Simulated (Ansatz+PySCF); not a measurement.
Values are calculated unless marked as measured or tabulated.
**Several solutions for singlet H2S**

```xyz
3

S     0.0000    0.0000   -0.2080
H     0.0000    1.9430    1.6643
H     0.0000   -1.9430    1.6643
```

Basis set: 6-31G* (spherical functions). Charge 0, multiplicity 1.

UHF was run from several starts with Ansatz (development build ahead of 0.2.0) and PySCF 2.14.0.

```json
{"run": "A", "program": "PySCF", "start": "guess 1e, instabilities followed", "converged": "yes", "energy (hartree)": "-398.47501", "<S²>": "1.89"}
{"run": "B", "program": "PySCF", "start": "guess atom, instabilities followed", "converged": "yes", "energy (hartree)": "-398.47501", "<S²>": "1.89"}
{"run": "C", "program": "Ansatz", "start": "atomic start, no search", "converged": "yes", "energy (hartree)": "-398.47501", "<S²>": "1.89"}
{"run": "D", "program": "Ansatz", "start": "search for the lowest state", "converged": "yes", "energy (hartree)": "-398.47501", "<S²>": "1.89"}
{"run": "E", "program": "Ansatz", "start": "stability test followed", "converged": "yes", "energy (hartree)": "-398.47501", "<S²>": "1.89"}
{"run": "F", "program": "PySCF", "start": "guess minao, instabilities followed", "converged": "yes", "energy (hartree)": "-398.47501", "<S²>": "1.89"}
{"run": "G", "program": "PySCF", "start": "program defaults", "converged": "yes", "energy (hartree)": "-398.28264", "<S²>": "0.00"}
{"run": "H", "program": "PySCF", "start": "guess huckel, instabilities followed", "converged": "yes", "energy (hartree)": "-398.47501", "<S²>": "1.89"}
```

**Question.** Which runs reached the lowest solution of this kind, and what is wrong with the others?

**Answer.** A, B, C, D, E, F, H reached the lowest solution found. Converged but too high: G by 5.23 eV. Convergence only shows a stationary point, and even a stable one can lie too high; stability tests and further starts are what find lower ones. Caution: the unrestricted determinant is a mixture of spin states.
